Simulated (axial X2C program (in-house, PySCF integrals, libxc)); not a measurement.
# CB: EOM-IP-CCSD levels

Aim: EOM-IP-CCSD levels of CB, with spin–orbit coupling in the Hamiltonian from the start.

Method: two-component X2C with atomic mean-field terms, C dyall-av3z, B dyall-av3z; program: an in-house X2C program for linear molecules on PySCF integrals.

All values are calculated.

## (1) Input

task.json reads:

```json
{
 "zs": [
  6,
  5
 ],
 "q": 0,
 "bas": [
  "dyall-av3z",
  "dyall-av3z"
 ],
 "r0": 1.45,
 "eom": "ip",
 "rq": -1,
 "thr": -2.0,
 "nmax": 95,
 "grid": [
  1,
  0.96,
  1.045,
  0.92,
  1.09,
  1.15
 ]
}
```

Keys: zs atomic numbers; q charge; bas basis sets; r0 starting distance in Å; eom kind of EOM run; thr threshold in hartree for freezing inner shells (an s shell follows its p shell); nmax most natural virtual spinors; grid distances as factors.

Launch:

```
$ python soeom.py task.json out
```

After this run come: EOM-IP-CCSD at 1.428 Å.

What does the calculation give? Wanted: next root led by one particle; T1 of the reference; lowest state, Re and ωe.

As calculated:

| quantity | value |
| --- | --- |
| lowest root at 1.428 Å | Ω = 1/2, 2.120 eV |
| next root led by one particle | Ω = 1/2, about 13220 cm⁻¹ higher |
| T1 of the reference | 0.014 |
| lowest state, Re and ωe | 1.492 Å, 1202 cm⁻¹ |

Removing an electron from the reference determinant of CB⁻ costs 2.12 eV and empties a spinor of 36% B pσ, 29% B sσ, 19% C pσ. The closed-shell reference lies 1.11 eV above the lowest determinant found, so these energies count from an excited configuration. Errors of 0.1 to 0.3 eV are usual at this size, and roots led by higher excitations are left out, so the list is incomplete, and low states of that kind can be missing. T1 or the largest double amplitude of the reference is raised, which lowers the reliability.
